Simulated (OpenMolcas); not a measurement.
**UPBE/ANO-RCC-VDZP (DKH2, RICD fitting) run of Si2NH6 (SMILES [SiH2]N[SiH3])**

We compute the energy along one coordinate of Si2NH6. 

The calculation is run with OpenMolcas 26.06.

### 1 Starting point

The species is Si2NH6 (9 atoms), meant as a doublet with charge 0. SMILES: `[SiH2]N[SiH3]`. Geometry: relaxed at PBE0-D4/def2-TZVP. This is one conformer, not always the lowest.

Bond lengths: Si1–N2 1.730 Å, N2–Si3 1.731 Å, Si1–H4 1.491 Å, Si1–H5 1.494 Å, N2–H6 1.011 Å, Si3–H7 1.488 Å, Si3–H8 1.483 Å, Si3–H9 1.488 Å. Some angles: Si1–N2–Si3 128.1°, Si1–N2–H6 115.1°, Si3–N2–H6 116.2°, N2–Si1–H4 107.7°, N2–Si1–H5 108.7°, N2–Si3–H7 111.1°, N2–Si3–H8 107.0°, N2–Si3–H9 112.0°, H4–Si1–H5 110.7°, H7–Si3–H8 109.8°.

### 2 An energy scan at UPBE/ANO-RCC-VDZP (DKH2, RICD fitting)

Contents of point1.xyz:

```xyz
9
R = 1.342
Si    -1.242431     0.795660    -1.008968
N      0.155369     0.496160    -0.035368
Si     0.570169    -0.950140     0.819632
H     -1.616500    -0.372000    -1.554500
H     -0.884431     1.783760    -2.071468
H      0.722569     1.309660     0.161632
H      1.941069    -1.406140     0.464832
H     -0.419731    -1.983040     0.427932
H      0.530069    -0.757340     2.294832
```

Contents of calc.input:

```
&GATEWAY
 COORD=point1.xyz
 BASIS=ANO-RCC-VDZP
 GROUP=NoSym
 RICD

&SEWARD

&SCF
 UHF
 SPIN=2
 KSDFT=PBE
 ITERATIONS=100
 PRORBITALS=0
>>> ForEach K in (1, 2, 3, 4, 5, 6, 7, 8, 9)

&GATEWAY
 COORD=$CurrDir/point$K.xyz
 BASIS=ANO-RCC-VDZP
 GROUP=NoSym
 RICD

&SEWARD

&SCF
 UHF
 SPIN=2
 KSDFT=PBE
 ITERATIONS=100
 PRORBITALS=0
 FILEORB=$Project.UhfOrb
>>> EndDo
```

Launch:

```
$ export MOLCAS_MEM=1860
$ pymolcas calc.input > calc.log
```

The log of the run:

```text
--- Start Module: gateway ---

                                              &GATEWAY

                       available to each process: 1.9 GB of memory, 1 thread

++    Symmetry information:
      ---------------------

                    Character Table for C1

                             E
                    a        1  x, y, xy, Rz, z, xz, Ry, yz, Rx, I
--

++    Basis set information:
      ----------------------

      Basis set label: SI.ANO-RCC...4S3P1D.

      Electronic valence basis set:
      ------------------
      Associated Effective Charge  14.000000 au
      Associated Actual Charge     14.000000 au
      Nuclear Model: Point charge

      Shell  nPrim  nBasis  Cartesian Spherical Contaminant
         s      17       4        X
         p      12       3        X
         d       5       1                 X

      Basis set label: N.ANO-RCC...3S2P1D.

      Electronic valence basis set:
      ------------------
      Associated Effective Charge   7.000000 au
      Associated Actual Charge      7.000000 au
      Nuclear Model: Point charge

      Shell  nPrim  nBasis  Cartesian Spherical Contaminant
         s      14       3        X
         p       9       2        X
         d       4       1                 X

      Basis set label: SI.ANO-RCC...4S3P1D.

      Electronic valence basis set:
      ------------------
      Associated Effective Charge  14.000000 au
      Associated Actual Charge     14.000000 au
      Nuclear Model: Point charge

      Shell  nPrim  nBasis  Cartesian Spherical Contaminant
         s      17       4        X
         p      12       3        X
         d       5       1                 X

      Basis set label: H.ANO-RCC...2S1P.

      Electronic valence basis set:
      ------------------
      Associated Effective Charge   1.000000 au
      Associated Actual Charge      1.000000 au
      Nuclear Model: Point charge

      Shell  nPrim  nBasis  Cartesian Spherical Contaminant
         s       8       2        X
         p       4       1        X
--

++    Molecular structure info:
      -------------------------

                    ************************************************
                    **** Cartesian Coordinates / bohr, angstrom ****
                    ************************************************

     Center  Label                x              y              z                     x              y              z
        1      SI1             -2.347854       1.503579      -1.906673             -1.242431       0.795660      -1.008968
        2      N2               0.293605       0.937607      -0.066836              0.155369       0.496160      -0.035368
        3      SI3              1.077463      -1.795504       1.548880              0.570169      -0.950140       0.819632
[... 5 lines of this table left out ...]
        9      H9               1.001685      -1.431165       4.336604              0.530069      -0.757340       2.294832

                    ***************************************
                    *    InterNuclear Distances / bohr    *
                    ***************************************

               1 SI1           2 N2            3 SI3           4 H4            5 H5            6 H6
    1 SI1      0.000000
    2 N2       3.268430        0.000000
    3 SI3      5.878571        3.270301        0.000000
    4 H4       2.536012        4.705753        6.196536        0.000000
[... 4 lines of this table left out ...]
    9 H9       7.668810        5.050024        2.812453        8.360538        9.913874        5.624940

               7 H7            8 H8            9 H9
    7 H7       0.000000
    8 H8       4.593065        0.000000
    9 H9       4.535643        4.586150        0.000000

                    *******************************************
                    *    InterNuclear Distances / angstrom    *
                    *******************************************

               1 SI1           2 N2            3 SI3           4 H4            5 H5            6 H6
    1 SI1      0.000000
    2 N2       1.729579        0.000000
    3 SI3      3.110806        1.730569        0.000000
    4 H4       1.341999        2.490177        3.279065        0.000000
[... 4 lines of this table left out ...]
    9 H9       4.058160        2.672357        1.488286        4.424206        5.246196        2.976590

               7 H7            8 H8            9 H9
    7 H7       0.000000
    8 H8       2.430546        0.000000
    9 H9       2.400159        2.426886        0.000000

                    **************************************
                    *    Valence Bond Angles / degree    *
                    **************************************
                          Atom centers                 Phi
                      4 H4       1 SI1      5 H5       110.67
                      7 H7       3 SI3      8 H8       109.79
                      7 H7       3 SI3      9 H9       107.51
                      8 H8       3 SI3      9 H9       109.51
--

            Nuclear Potential Energy            148.20421683 au

--- Stop Module: gateway /rc=_RC_ALL_IS_WELL_ ---
--- Module gateway spent 1 second ---

--- Start Module: seward ---

                                              &SEWARD

                       available to each process: 1.9 GB of memory, 1 thread

[... 53 lines left out ...]
      Nuclear repulsion energy =  148.20421683
[... 71 lines left out ...]
++ Convergence information
                               UHF PBE        iterations: Energy and convergence statistics
[... 17 lines left out ...]
       Convergence after  13 Iterations
[... 3 lines left out ...]
 *                                             SCF/KS-DFT Program, Final results                                             *
 *                                                       Final Results                                                       *
[... 91 lines left out ...]
      Title: Natural orbitals
[... 65 lines left out ...]
      Dipole Moment (debye):
[... 208 lines left out ...]
      Nuclear repulsion energy =  148.20421683
[... 71 lines left out ...]
++ Convergence information
                               UHF PBE        iterations: Energy and convergence statistics
[... 7 lines left out ...]
       Convergence after   3 Iterations
[... 3 lines left out ...]
 *                                             SCF/KS-DFT Program, Final results                                             *
 *                                                       Final Results                                                       *
[... 91 lines left out ...]
      Title: Natural orbitals
[... 37 lines left out ...]
      Dipole Moment (debye):
[... 209 lines left out ...]
      Nuclear repulsion energy =  142.39206174
[... 71 lines left out ...]
++ Convergence information
                               UHF PBE        iterations: Energy and convergence statistics
[... 16 lines left out ...]
       Convergence after  12 Iterations
[... 3 lines left out ...]
 *                                             SCF/KS-DFT Program, Final results                                             *
 *                                                       Final Results                                                       *
[... 47 lines left out ...]
      Charge           -0.0882                 -0.0790                 -0.0981

      Total electronic charge=   41.000000

      Total            charge=   -0.000000
--

++    Static properties:
      ------------------

      LoProp Charges per center

                   SI1      N2       SI3      H4       H5       H6       H7       H8       H9
      Nuclear     14.0000   7.0000  14.0000   1.0000   1.0000   1.0000   1.0000   1.0000   1.0000
      Electronic -13.7371  -7.6766 -13.4543  -1.0001  -1.1034  -0.7685  -1.0884  -1.0740  -1.0977

      Total        0.2629  -0.6766   0.5457  -0.0001  -0.1034   0.2315  -0.0884  -0.0740  -0.0977
--

++    Natural Bond Order analysis
      ---------------------------
      Based on LoProp computed density
      -------------------------------------------------------------------------------------
      Atom A       Atom B       Bond Order
        SI1          H5             0.805
      -------------------------------------------------------------------------------------
      NBO located      1.611 electrons involved in    1 bonds.
      NBO located      1.005 non-bonded electrons on atom SI1
      NBO located      1.000 non-bonded electrons on atom SI1
      NBO located      0.999 non-bonded electrons on atom SI1
      NBO located      0.998 non-bonded electrons on atom SI1
      NBO located      0.998 non-bonded electrons on atom SI1
      NBO located      1.019 non-bonded electrons on atom N2
      NBO located      1.007 non-bonded electrons on atom N2
      NBO located      0.913 non-bonded electrons on atom N2
      NBO located      1.006 non-bonded electrons on atom SI3
      NBO located      1.000 non-bonded electrons on atom SI3
      NBO located      0.996 non-bonded electrons on atom SI3
      NBO located      0.998 non-bonded electrons on atom SI3
      NBO located      0.998 non-bonded electrons on atom SI3
      The remaining    8.569 electrons are to be considered as diffuse
--

++    Molecular orbitals:
      -------------------

      Title: Natural orbitals

      Molecular orbitals for symmetry species 1: a

          Orbital            1         2         3         4         5         6         7         8         9        10
          Energy          -65.5897  -65.5849  -13.9998   -5.0964   -5.0861   -3.4840   -3.4820   -3.4814   -3.4596   -3.4647
          Occ. No.          2.0000    2.0000    2.0000    2.0000    2.0000    2.0000    2.0000    2.0000    2.0000    2.0000

[... 79 lines of this table left out ...]
       80 H9     2pz       -0.0001   -0.0000   -0.0000    0.0010   -0.0000   -0.0001    0.0001   -0.0000    0.0002    0.0002

          Orbital           11        12        13        14        15        16        17        18        19        20
          Energy           -3.4605   -0.4742   -0.4998   -0.5006   -0.5348   -0.4283   -0.3128   -0.3243   -0.3722   -0.1818
          Occ. No.          2.0000    2.0000    2.0000    2.0000    2.0000    2.0000    2.0000    2.0000    2.0000    1.9999

[... 79 lines of this table left out ...]
       80 H9     2pz       -0.0001    0.0264   -0.0049   -0.0005    0.0042   -0.0016   -0.0008   -0.0037   -0.0000   -0.0008

          Orbital           21        22        23        24        25        26        27        28        29        30
          Energy           -0.0683   -0.0553    0.2903    0.7579    0.3191    0.4051    0.3363    0.5925    0.4665    0.5745
          Occ. No.          1.0000    0.0001    0.0000    0.0000    0.0000    0.0000    0.0000    0.0000    0.0000    0.0000

[... 79 lines of this table left out ...]
       80 H9     2pz       -0.0002    0.0020    0.0018   -0.0038   -0.0074   -0.0065   -0.0130    0.0145    0.0007   -0.0363

          Orbital           31        32        33        34        35        36        37        38        39        40
          Energy            0.3761    0.5786    0.4255    0.5031    0.7368    1.7248    0.6154    0.1978    0.5982    0.2584
          Occ. No.          0.0000    0.0000    0.0000    0.0000    0.0000    0.0000    0.0000    0.0000    0.0000    0.0000

[... 79 lines of this table left out ...]
       80 H9     2pz        0.0342   -0.0301    0.0231   -0.0940   -0.0271   -0.0416    0.0313   -0.0075   -0.0252    0.0165

          Orbital           41        42        43        44        45        46        47        48        49        50
          Energy            0.1982    0.2403    0.6532    0.1755    0.4346    0.3748    0.5046    0.4263    0.3371    0.9167
          Occ. No.          0.0000    0.0000    0.0000    0.0000    0.0000    0.0000    0.0000    0.0000    0.0000    0.0000

[... 79 lines of this table left out ...]
       80 H9     2pz        0.0333   -0.1033   -0.1936   -0.0021    0.0519   -0.0621   -0.2265   -0.0220    0.0061    0.0483

          Orbital           51        52        53        54        55        56        57        58        59        60
          Energy            0.3649    0.4481    0.3488    0.8324    0.7801    0.7049    1.4495    1.1490    0.9932    0.8484
          Occ. No.          0.0000    0.0000    0.0000    0.0000    0.0000    0.0000    0.0000    0.0000    0.0000    0.0000

[... 79 lines of this table left out ...]
       80 H9     2pz       -0.0449   -0.0931   -0.1667   -0.0114   -0.0048   -0.2522    0.9340    0.0312    0.0417   -0.0332

          Orbital           61        62        63        64        65        66        67        68        69        70
          Energy            1.5488    1.9711    0.7639    0.8397    1.7788    0.3908    1.1165    0.7360    1.3115    0.7900
          Occ. No.          0.0000    0.0000    0.0000    0.0000    0.0000    0.0000    0.0000    0.0000    0.0000    0.0000

[... 79 lines of this table left out ...]
       80 H9     2pz        0.4462    0.0936    0.0007   -0.0033    0.1972   -0.0526    0.0984    0.0141   -0.0391    0.0149

          Orbital           71        72        73        74        75        76        77        78        79
          Energy            1.3920    1.2163    1.8427    1.5125    2.7696    1.1927    0.6936    2.3275    1.4010
          Occ. No.          0.0000    0.0000    0.0000    0.0000    0.0000    0.0000    0.0000    0.0000    0.0000

[... 79 lines of this table left out ...]
       80 H9     2pz        0.8298    0.3755    0.1334   -0.4513    0.0211   -0.3098   -0.1044   -0.0997   -0.3792
--

++    Molecular properties:
      ---------------------

      Charge (e):
                      =   -0.0000
      Dipole Moment (debye):
      Origin of the operator (angstrom)=    0.6459    2.7038    1.1760
                   X=  1.5862E+00               Y=  9.8582E-01               Z=  7.1822E-01           Total=  2.0009E+00
      Quadrupole Moment (debye*angstrom):
      Origin of the operator (angstrom)=    0.6459    2.7038    1.1760
                  XX= -3.9277E+01              XY=  5.0085E-02              XZ= -2.9745E-01              YY= -3.4438E+01
                  YZ=  1.0142E+00              ZZ= -3.7731E+01
      In traceless form (debye*angstrom)
                  XX= -3.1921E+00              XY=  7.5128E-02              XZ= -4.4618E-01              YY=  4.0662E+00
                  YZ=  1.5213E+00              ZZ= -8.7408E-01
--

--- Stop Module: scf /rc=_RC_ALL_IS_WELL_ ---
--- Module scf spent 11 seconds ---

>>> END FOREACH

.##################.
.# Happy landing! #.
.##################.

    Timing: Wall=130.30 User=118.18 System=12.02
```

Wall time 2.2 min (1 thread of Arm Neoverse V1, shared host); peak memory 0.09 GiB.

The scan, from its lowest point:

```csv
H4–Si1 (Å),energy (kJ/mol)
1.342,28.2
1.491,0.0
1.640,10.5
1.864,58.5
2.162,136.1
2.535,214.3
2.982,259.2
3.578,273.0
4.473,274.6
```

### 3 What came out

At UPBE/ANO-RCC-VDZP (DKH2, RICD fitting):

| quantity | value |
| --- | --- |
| lowest energy of the scan | -638.23216 Eh |
